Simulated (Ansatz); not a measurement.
in.yaml

```yaml
crystal:
  periodic: [false, false, false]
  atoms:
    - {symbol: Hf, position_ang: [0.000000, 0.000000, 0.000000]}
    - {symbol: H, position_ang: [0.000000, 0.000000, -4.609350]}
    - {symbol: H, position_ang: [0.000000, 0.000000, 4.609350]}
basis:
  gaussian: {orbitals: def2-SVP}
magnetization: {spin_polarized: true, initial_magnetization: 0}
correlation: {method: ccsd_t, electrons: outside_noble_gas}
```

```sh
$ ansatz run in.yaml --threads 1 --pin off --events-out ev --progress --plain --max-ram 2393MiB
```

Log:

```
426 factors; integrals over basis functions are off by at most 5.8e-4 eV
mean field evaluation 1: about -1301.0683 eV, gradient 1.7e1 eV
mean field evaluation 2: about -1301.0689 eV, gradient 1.7e1 eV
mean field evaluation 4: about -1304.2018 eV, gradient 1.1e1 eV
mean field evaluation 8: about -1309.1000 eV, gradient 2.9e0 eV
mean field evaluation 16: about -1309.3747 eV, gradient 3.6e-2 eV
mean field evaluation 32: about -1309.3747 eV, gradient 5.4e-6 eV
mean field evaluation 64: about -1315.4393 eV, gradient 1.7e-2 eV
mean field evaluation 96: about -1315.9700 eV, gradient 1.1e-1 eV
mean field evaluation 128: about -1303.0723 eV, gradient 1.0e1 eV
mean field evaluation 160: about -1313.8789 eV, gradient 6.9e-1 eV
...
mean field evaluation 2528: about -1312.0695 eV, gradient 2.9e-1 eV
mean field evaluation 2560: about -1315.9636 eV, gradient 1.4e-2 eV
mean field evaluation 2592: about -1315.7906 eV, gradient 4.0e-3 eV
mean field evaluation 2624: about -1315.4771 eV, gradient 6.2e-1 eV
mean field evaluation 2656: about -1308.5850 eV, gradient 1.1e1 eV
mean field evaluation 2688: about -1315.7874 eV, gradient 1.0e-1 eV
mean field evaluation 2720: about -1314.3710 eV, gradient 1.2e-1 eV
mean field evaluation 2752: about -1313.6751 eV, gradient 6.2e-2 eV
mean field evaluation 2784: about -1309.3826 eV, gradient 8.3e-2 eV
mean field -1315.96556754 eV, -48.3608426134 hartree, gradient 2.2e-10 eV, S^2 2.009570; 70 other end points of the search recorded, 0 dependent functions left out
determinant -1315.96556754 eV, -48.3608426134 hartree, with singles and doubles -1317.18705140 eV, -48.4057313174 hartree
determinant -1315.96368221 eV, -48.3607733290 hartree, with singles and doubles -1317.18420348 eV, -48.4056266582 hartree
determinant -1315.96309393 eV, -48.3607517102 hartree, with singles and doubles -1317.18329374 eV, -48.4055932259 hartree
determinant -1315.79762535 eV, -48.3546708518 hartree, with singles and doubles -1317.08277044 eV, -48.4018990628 hartree
determinant -1315.79056633 eV, -48.3544114378 hartree, with singles and doubles -1317.07824225 eV, -48.4017326550 hartree
determinant -1315.44052671 eV, -48.3415477191 hartree, with singles and doubles -1316.88000516 eV, -48.3944475763 hartree
determinant -1315.43983136 eV, -48.3415221652 hartree, with singles and doubles -1316.88005545 eV, -48.3944494246 hartree
determinant -1315.43956149 eV, -48.3415122479 hartree, with singles and doubles -1316.87849447 eV, -48.3943920593 hartree
determinant -1315.43892530 eV, -48.3414888683 hartree, with singles and doubles -1316.87615521 eV, -48.3943060934 hartree
determinant -1315.43870800 eV, -48.3414808827 hartree, with singles and doubles -1316.87563489 eV, -48.3942869718 hartree
determinant -1315.43869565 eV, -48.3414804288 hartree, with singles and doubles -1316.87561893 eV, -48.3942863854 hartree
determinant -1315.40276552 eV, -48.3401600209 hartree, with singles and doubles -1316.70921393 eV, -48.3881711145 hartree
determinant -1315.38127182 eV, -48.3393701421 hartree, with singles and doubles -1316.69285571 eV, -48.3875699609 hartree
determinant -1314.36163395 eV, -48.3018991413 hartree, with singles and doubles -1316.17584332 eV, -48.3685701058 hartree
determinant -1314.31908249 eV, -48.3003354040 hartree, with singles and doubles -1316.17349719 eV, -48.3684838875 hartree
determinant -1314.30394750 eV, -48.2997792035 hartree, with singles and doubles -1315.36077606 eV, -48.3386169368 hartree
...
determinant -1314.16263214 eV, -48.2945859597 hartree, with singles and doubles -1315.11999311 eV, -48.3297683265 hartree
determinant -1314.15991279 eV, -48.2944860254 hartree, with singles and doubles -1315.12082158 eV, -48.3297987722 hartree
determinant -1313.95571681 eV, -48.2869819617 hartree, with singles and doubles -1315.31146486 eV, -48.3368047835 hartree
determinant -1313.87705947 eV, -48.2840913577 hartree, with singles and doubles -1315.28965402 eV, -48.3360032500 hartree
determinant -1313.74492696 eV, -48.2792355775 hartree, with singles and doubles -1315.07025835 eV, -48.3279406077 hartree
determinant -1313.74470365 eV, -48.2792273708 hartree, with singles and doubles -1315.06987364 eV, -48.3279264698 hartree
determinant -1313.69879712 eV, -48.2775403371 hartree, with singles and doubles -1315.04795375 eV, -48.3271209287 hartree
determinant -1313.69007731 eV, -48.2772198901 hartree, with singles and doubles -1315.03775313 eV, -48.3267460629 hartree
determinant -1313.68678896 eV, -48.2770990452 hartree, with singles and doubles -1315.05675964 eV, -48.3274445392 hartree
determinant -1313.67830935 eV, -48.2767874254 hartree, with singles and doubles -1315.00135763 eV, -48.3254085531 hartree
determinant -1313.67761786 eV, -48.2767620138 hartree, with singles and doubles -1315.00288811 eV, -48.3254647969 hartree
determinant -1313.66816381 eV, -48.2764145837 hartree, with singles and doubles -1314.97073412 eV, -48.3242831597 hartree
determinant -1313.61334627 eV, -48.2744000762 hartree, with singles and doubles -1314.97271363 eV, -48.3243559053 hartree
determinant -1313.60665685 eV, -48.2741542447 hartree, with singles and doubles -1314.96870368 eV, -48.3242085426 hartree
determinant -1313.54526481 eV, -48.2718981286 hartree, with singles and doubles -1315.05415088 eV, -48.3273486693 hartree
determinant -1313.38210232 eV, -48.2659020178 hartree, with singles and doubles -1314.62125485 eV, -48.3114400335 hartree
determinant -1313.21086054 eV, -48.2596089986 hartree, with singles and doubles -1314.41705412 eV, -48.3039357949 hartree
determinant -1313.21031221 eV, -48.2595888476 hartree, with singles and doubles -1314.39013193 eV, -48.3029464229 hartree
determinant -1313.16459035 eV, -48.2579086006 hartree, with singles and doubles -1315.18632065 eV, -48.3322058186 hartree
determinant -1313.09578440 eV, -48.2553800285 hartree, with singles and doubles -1314.36349151 eV, -48.3019674054 hartree
determinant -1313.04338336 eV, -48.2534543256 hartree, with singles and doubles -1314.22272338 eV, -48.2967942721 hartree
determinant -1312.96375645 eV, -48.2505280909 hartree, with singles and doubles -1314.29891698 eV, -48.2995943351 hartree
determinant -1312.85440468 eV, -48.2465094874 hartree, with singles and doubles -1314.23424795 eV, -48.2972177922 hartree
determinant -1312.66019649 eV, -48.2393724681 hartree, with singles and doubles -1314.14125393 eV, -48.2938003252 hartree
determinant -1312.65850902 eV, -48.2393104545 hartree, with singles and doubles -1313.84617393 eV, -48.2829563352 hartree
determinant -1309.37470407 eV, -48.1186328487 hartree, with singles and doubles -1314.60638025 eV, -48.3108934020 hartree
determinant -1315.96556754 eV, -48.3608426134 hartree, with singles and doubles -1317.18753754 eV, -48.4057491827 hartree
determinant -1315.96368221 eV, -48.3607733290 hartree, with singles and doubles -1317.18467101 eV, -48.4056438399 hartree
determinant -1315.96309393 eV, -48.3607517102 hartree, with singles and doubles -1317.18377709 eV, -48.4056109889 hartree
determinant -1315.79762535 eV, -48.3546708518 hartree, with singles and doubles -1317.09135707 eV, -48.4022146156 hartree
determinant -1315.79056633 eV, -48.3544114378 hartree, with singles and doubles -1317.08693012 eV, -48.4020519282 hartree
determinant -1315.44052671 eV, -48.3415477191 hartree, with singles and doubles -1316.93016487 eV, -48.3962909115 hartree
determinant -1315.43983136 eV, -48.3415221652 hartree, with singles and doubles -1316.92958734 eV, -48.3962696879 hartree
determinant -1315.43956149 eV, -48.3415122479 hartree, with singles and doubles -1316.92804184 eV, -48.3962128917 hartree
determinant -1315.43892530 eV, -48.3414888683 hartree, with singles and doubles -1316.92888281 eV, -48.3962437966 hartree
determinant -1315.43870800 eV, -48.3414808827 hartree, with singles and doubles -1316.92899327 eV, -48.3962478562 hartree
determinant -1315.43869565 eV, -48.3414804288 hartree, with singles and doubles -1316.92899675 eV, -48.3962479840 hartree
determinant -1315.40276552 eV, -48.3401600209 hartree, with singles and doubles -1316.72967860 eV, -48.3889231773 hartree
determinant -1315.38127182 eV, -48.3393701421 hartree, with singles and doubles -1316.71453150 eV, -48.3883665314 hartree
4 core orbitals not correlated: weight in the atoms' cores, before any rotation towards them, 0.999 or more for the frozen orbitals, at most 0.000 for the correlated occupied ones
reference -1315.96556754 eV, -48.3608426134 hartree; 3, 3 occupied and 35, 35 virtual orbitals, 426 factors
second order -0.93021954 eV of doubles, -0.00000000 eV of singles
cycle   1  -1.22196932 eV  change    6.8e-7 eV  update   6.0e-6
perturbative correction -0.04131765 eV, -0.0015183955 hartree
Total energy: -1317.22885450 eV, -48.4072675532 hartree
```

The determinant's ⟨S²⟩ is 2.01 against 0.00 for a pure state.

Ran on 1 thread of Intel Xeon 6975P-C, shared host: 17 s wall, 0.15 GiB peak host memory.
